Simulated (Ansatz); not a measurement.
We consider rock-salt TiC, described by PBE (plane waves, PAW; Ansatz, a first-principles code).

From the output:

```
Crystal: 2 atoms, lattice volume = 20.740 Å³
Basis set: ecut = 520 eV, 537 PW (Γ), exchange–correlation on 48×48×48 points (8 copies of the dense FFT grid, shifted against one another)
Bands: 12, of which v1, the nominal top of the filled ones, is band 8 counted from 1 (7 counted from 0)
Symmetry: 48 space group operations
Space group: Fm-3m (ITA 225), of the structure as read, at distance tolerance 2.7e-5 Å
k-points: 328 of 10648
Functional: x = pbe(κ = 0.804, μ = 0.2195149727645171), c = pbe(β = 0.06672455060314922)
SCF iter   1: F=—  HF=-2752.271575 eV  |F-HF|=—  |Δ(HF+E_count)|=         —  Δρ=3.64e-3  dr2=1.67e-3
SCF iter   2: F=—  HF=-2752.271238 eV  |F-HF|=—  |Δ(HF+E_count)|=   3.37e-4  Δρ=2.27e-3  dr2=7.83e-4
  ...
SCF iter   5: F=—  HF=-2752.271151 eV  |F-HF|=—  |Δ(HF+E_count)|=   9.20e-9  Δρ=7.37e-6  dr2=9.88e-9
SCF iter   6: F=-2752.271151 eV  HF=-2752.271151 eV  |F-HF|=3.91e-11  |Δ(HF+E_count)|=   1.97e-9  Δρ=6.79e-7  dr2=7.10e-11
SCF 1 converged in 6 iterations: F = -2752.271151 eV  dr2 = 7.10e-11
SCF converged after 6 iterations
Free energy (F): -2752.271151 eV
Internal energy: -2752.268773 eV  (E = F + TS)
E sigma→0 (E₀):  -2752.269962 eV
Fermi energy:    14.338179 eV
--- Forces (eV/Å), atoms counted from 1 ---
  atom   1  Ti    -0.00000000     0.00000000    -0.00000000
  atom   2  C      0.00000000     0.00000000     0.00000000
--- Stress (GPa, compression-positive) ---
       -4.766168      -0.000000      -0.000000
        0.000000      -4.766168       0.000000
        0.000000      -0.000000      -4.766168
  P = ⅓ Tr σ = -4.7662 GPa (-47.662 kbar)
```

Question: Write an input file that could have produced this run (the log leaves some choices open).

Answer: One answer among several that fit: 
Ansatz 0.2 input:
```yaml
crystal:
  lattice:
    - [0.0, 2.1806956297, 2.1806956297]
    - [2.1806956297, 0.0, 2.1806956297]
    - [2.1806956297, 2.1806956297, 0.0]
  atoms:
    - { symbol: Ti, position: [0.0, 0.0, 0.0] }
    - { symbol: C, position: [0.5, 0.5, 0.5] }
basis:
  ecutwfc: 520
  ecutrho_ratio: 4
  xc_grid: 2
kpoints:
  mp_grid: { grid: [22, 22, 22] }
hamiltonian:
  xc: pbe
  dispersion: none
  pseudopotentials: { kind: paw }
scf:
  occupations: { method: fermi_dirac, width: 0.05 }
  convergence: { dr2_threshold: 0.0000000002 }
output:
  forces: true
  stress: true
  eigenvalues: true
```

The cell is one volume of an energy–volume scan, off the minimum.

The result took roughly 5 core-seconds.
